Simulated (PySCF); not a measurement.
chloroform (CHCl3), SMILES ClC(Cl)Cl. Geometry optimised at PBE0-D3(BJ)/def2-SVP.

Computed equilibrium geometry at PBE0-D3(BJ)/def2-SVP (PySCF confirms it by a frequency run) as a Z-matrix, and its point group:
point group C3v.
```
C
H 1 1.0947
Cl 1 1.7657 2 107.63
Cl 1 1.7657 2 107.63 3 -120.00
Cl 1 1.7657 2 107.63 3 120.00
```
Charge 0, spin multiplicity 1.
